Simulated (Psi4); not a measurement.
# CH4 (methane): a first try and a second

Wanted: energy and gradient of CH4 (methane), CC2/d-aug-cc-pVDZ.

The results are computed with Psi4 1.11.

1 further run of the same task is left out (set aside as unsound or not needed).

## Step 1: The system as given

The species is CH4 (5 atoms), meant as a singlet with charge 0. SMILES: `C`. Geometry: relaxed at PBE0-D4/def2-TZVP.

Bond lengths: C1–H2 1.090 Å, C1–H3 1.090 Å, C1–H4 1.090 Å, C1–H5 1.090 Å. Angles: H2–C1–H3 109.5°, H2–C1–H4 109.5°, H2–C1–H5 109.5°, H3–C1–H4 109.5°, H3–C1–H5 109.5°, H4–C1–H5 109.5°.

## Step 2: Try one

File calc.in:

```
memory 1600 mb

molecule mol {
  0 1
  C      0.000000     0.000000     0.000000
  H      0.159000    -0.243200     1.050200
  H     -1.006700     0.395200    -0.132900
  H      0.119700    -0.899500    -0.603300
  H      0.728100     0.747400    -0.313900
  symmetry c1
}

set reference rhf
set scf_type pk
set maxiter 3
set scf maxiter 100

e, wfn = gradient('cc2/d-aug-cc-pVDZ', return_wfn=True)
```

On the command line:

```sh
$ psi4 -n 1 calc.in calc.out
```

calc.out:

```text
Psi4 1.11 release

gradient() will perform analytic gradient computation.

   => Loading Basis Set <=

    Name: D-AUG-CC-PVDZ
    Role: ORBITAL
    Keyword: BASIS

         ---------------------------------------------------------
                                   SCF
                              RHF Reference
                        1 Threads,   1525 MiB Core
         ---------------------------------------------------------

  ==> Geometry <==

    Molecular point group: c1
    Full point group: C1

    Geometry (in Angstrom), charge = 0, multiplicity = 1:

       Center              X                  Y                   Z               Mass
    ------------   -----------------  -----------------  -----------------  -----------------
         C           -0.000006286608     0.000006286608    -0.000006286608    12.000000000000
         H            0.158993713392    -0.243193713392     1.050193713392     1.007825032230
         H           -1.006706286608     0.395206286608    -0.132906286608     1.007825032230
         H            0.119693713392    -0.899493713392    -0.603306286608     1.007825032230
         H            0.728093713392     0.747406286608    -0.313906286608     1.007825032230

  Running in c1 symmetry.

[... 78 lines left out ...]
   @RHF iter   1:   -40.12494375811742   -5.01671e-01   4.23315e-03 ADIIS/DIIS
[... 2 lines left out ...]
   @RHF iter   4:   -40.19972204253379   -7.08136e-04   3.20302e-05 DIIS
[... 2 lines left out ...]
   @RHF iter   7:   -40.19973093119039   -5.04208e-10   1.66110e-08 DIIS
[... 2 lines left out ...]
  Energy and wave function converged.
[... 30 lines left out ...]
    Nuclear Repulsion Energy =             13.4397642715676184
[... 2 lines left out ...]
    Total Energy =                        -40.1997309311924909
[... 16 lines left out ...]
 Dipole Z            :         -0.0000593            0.0000702            0.0000109
[... 93 lines left out ...]
	Nuclear Rep. energy          =     13.43976427156762
[... 2 lines left out ...]
	Two-electron energy          =     26.05901535591145
[... 21 lines left out ...]
    E_Convergence   =     1.0e-08
[... 17 lines left out ...]
MP2 correlation energy -0.1716127055063166
                Solving CC Amplitude Equations
                ------------------------------
  Iter             Energy              RMS        T1Diag      D1Diag    New D1Diag    D2Diag
  ----     ---------------------    ---------   ----------  ----------  ----------   --------
     0        -0.171612705506317    0.000e+00    0.000000    0.000000    0.000000    0.112510
     1        -0.171596181412181    1.469e-02    0.004646    0.008352    0.008352    0.112510
     2        -0.172399824600227    4.201e-03    0.005824    0.010482    0.010482    0.113167
     3        -0.172479379144112    1.373e-03    0.006365    0.011471    0.011471    0.113257

     ** Wave function not converged to 1.0e-07 **

RuntimeError:
Fatal Error: Coupled Cluster wave function not converged.

Printing out the relevant lines from the Psithon --> Python processed input file:
    core.IO.set_default_namespace("mol")
    core.set_global_option("REFERENCE", "rhf")
    core.set_global_option("SCF_TYPE", "pk")
    core.set_global_option("MAXITER", 3)
    core.set_local_option("SCF", "MAXITER", 100)
--> e, wfn = gradient('cc2/d-aug-cc-pVDZ', return_wfn=True)

!----------------------------------------------------------------------------------!
!                                                                                  !
! Fatal Error: Coupled Cluster wave function not converged.                        !
!                                                                                  !
!----------------------------------------------------------------------------------!

    Psi4 run time: 0:00:05.52
```

Run time: 6.6 s. Hardware: 1 thread of AMD EPYC 9R45 (Zen 5), shared host; peak memory 0.81 GiB.

## Step 3: What went wrong

The iterations ended before the threshold was met.

The telling line is `Fatal Error: Coupled Cluster wave function not converged.`. What is wrong: the iteration cap is too low for convergence. To mend it: iteration cap at its default in place of 3.

## Step 4: Try two

File job.in:

```
memory 1600 mb

molecule molecule1 {
  0 1
  C      0.000000     0.000000     0.000000
  H      0.159000    -0.243200     1.050200
  H     -1.006700     0.395200    -0.132900
  H      0.119700    -0.899500    -0.603300
  H      0.728100     0.747400    -0.313900
  symmetry c1
}

set reference rhf
set scf_type pk

gradient('cc2/d-aug-cc-pVDZ')
```

On the command line:

```sh
$ psi4 -i job.in -o job.out -n 1
```

job.out:

```text
[...]
  Running in c1 symmetry.
[...]
  Nuclear repulsion =   13.439764271567618
[...]
  Multiplicity = 1
[...]
  Nalpha       = 5
  Nbeta        = 5
[...]
    Number of basis functions: 84
[...]
   @RHF iter   1:   -40.12494375811742   -5.01671e-01   4.23315e-03 DIIS/ADIIS
[...]
   @RHF iter   9:   -40.19973093119249    2.84217e-14   4.56899e-11 DIIS
[...]
    Orbital Energies [Eh]
    ---------------------
    Doubly Occupied:
       1A    -11.215448     2A     -0.943448     3A     -0.543801
       4A     -0.543775     5A     -0.543767
[...]
  @RHF Final Energy:   -40.19973093119249
   => Energetics <=
    Nuclear Repulsion Energy =             13.4397642715676184
    One-Electron Energy =                 -79.6985105594196028
    Two-Electron Energy =                  26.0590153566594864
    Total Energy =                        -40.1997309311924909
[...]
 Multipole Moments:
 ------------------------------------------------------------------------------------
     Multipole            Electronic (a.u.)      Nuclear  (a.u.)        Total (a.u.)
 ------------------------------------------------------------------------------------
 L = 1.  Multiply by 2.5417464519 to convert [e a0] to [Debye]
 Dipole X            :         -0.0000604            0.0000702            0.0000097
 Dipole Y            :          0.0000829           -0.0000702            0.0000127
 Dipole Z            :         -0.0000593            0.0000702            0.0000109
 Magnitude           :                                                    0.0000194
[...]
      * MP2 total energy                      =  -40.371343636698803
[...]
```

It took 17 s on 1 thread of AMD EPYC 9R45 (Zen 5), shared host; peak memory 0.82 GiB.

## Step 5: Results

Level: CC2/d-aug-cc-pVDZ.

| quantity | value |
| --- | --- |
| ground-state or mean-field energy | -40.37219 Eh |
| HOMO energy (Hartree–Fock orbitals) | -14.80 eV |
| LUMO energy (Hartree–Fock orbitals) | 0.23 eV |
| HOMO–LUMO gap (Hartree–Fock orbitals) | 15.02 eV |
| correlation energy | -172.5 mEh |
| T1 diagnostic | 0.006 |
| largest force on an atom | 0.269 eV/Å |

In words: The largest force is 0.27 eV/Å: the shape isn't a stationary point for this species at this level.
